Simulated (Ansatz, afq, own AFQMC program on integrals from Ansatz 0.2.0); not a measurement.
**Where AFQMC and coupled cluster stand for AlNH$_{2}$, triplet**

```xyz
4

Al    0.0000   -0.0849    0.6205
N     0.0000    0.0356   -1.1435
H     0.0000    1.3500    1.3538
H     0.0000    0.4271   -2.0731
```

Connectivity, by distances: AlH–NH.

Basis cc-pVDZ. Noble-gas cores (and the filled d shells of Ga–Kr and In–Xe) are frozen. AFQMC by an in-house program on the Cholesky factors that Ansatz 0.2.0 writes for its CCSD(T) run. The CISD trial takes its coefficients from CCSD amplitudes. Released means that phaseless walkers are propagated on without the constraint, phases kept. ± is one standard error of the sampling.

Determinant: UHF, the one that the program's search chose, which needn't be the lowest solution. The geometry is a point of a scan.

No full CI on the walks' own integrals is used here; CCSDT(Q) serves as the reference and is uncertain by about the last step of the cluster series.

Cautions: lower spins were not checked.

* T1 diagnostic: 0.0207
* weight of the determinant in the CISD state: 0.902
* ⟨S²⟩ of the determinant: 2.016
* size of the correlated space: 10 electrons in 36 orbitals

Reference: CCSDT(Q), correlation energy -5.836 eV. The released energy is read at 2.40 1/Eh (meV from the phaseless value at times in 1/Eh: -14 ± 9 at 0.24, -28 ± 14 at 0.51, -11 ± 11 at 0.99, -18 ± 13 at 1.62, -7 ± 18 at 2.40).

| level | E − E(reference) (mEh) | share of correlation (%) |
| --- | --- | --- |
| HF | 214.46 | 0.00 |
| MP2 | 33.86 | 84.21 |
| CCSD | 6.55 | 96.95 |
| CCSD(T) | 1.57 | 99.27 |
| CCSDT | 0.48 | 99.78 |
| ph-AFQMC/HF | 2.88 ± 1.72 | 98.66 |
| ph-AFQMC/CISD | 0.77 ± 0.35 | 99.64 |
| released AFQMC | 0.50 ± 0.66 | 99.77 |

A walk keeps the symmetry of its determinant, which the program's search chose and which needn't be the lowest solution, so a lower state of the same spin and another symmetry isn't excluded. Released energies are given only where the last usable release times agree within the noise; a slower fall can still hide under it.
